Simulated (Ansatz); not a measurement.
A made-up structure of SiH2Cl (charge +1), closed shell:

```csv
atom,x (Å),y (Å),z (Å)
Si1,-0.1356,0.0008,-0.0762
Cl2,1.7648,-0.0115,0.9906
H3,-1.2674,-1.1224,0.3365
H4,-0.3617,1.1330,-1.2509
```

It is relaxed with PBE-D4/def2-SVP and then PBE0-D4/def2-TZVP (Ansatz 0.2.0). Atoms count as bonded within 1.22 times the sum of their covalent radii (H–H: 0.88 Å). The end point is not checked to be a true minimum.

Problem. Does its bonding change? (A judgement: the text doesn't fix the answer.)

Solution. Computed: No: no bond forms or breaks.

Where it ends: The first stage lowers the energy by 0.71 eV in 4 steps. It ends as SiH₂Cl ([SiH2][Cl]), total charge +1:
```
4
angstrom
Si -0.1210 0.0008 -0.0679
Cl 1.5757 -0.0103 0.8845
H -1.1317 -1.0020 0.3003
H -0.3230 1.0115 -1.1169
```

Labels in which every atom is bracketed show which atoms are joined, not bond orders.

For scale, one of the runs: PBE0-D4/def2-TZVP relaxation, 86 basis functions, launched by `ansatz run in.yaml --threads 2 --pin off --events-out ev --progress --plain --max-ram 4352MiB`. The run took about 3.6 s on 2 CPU threads of an Intel Xeon Platinum 8375C (shared host).
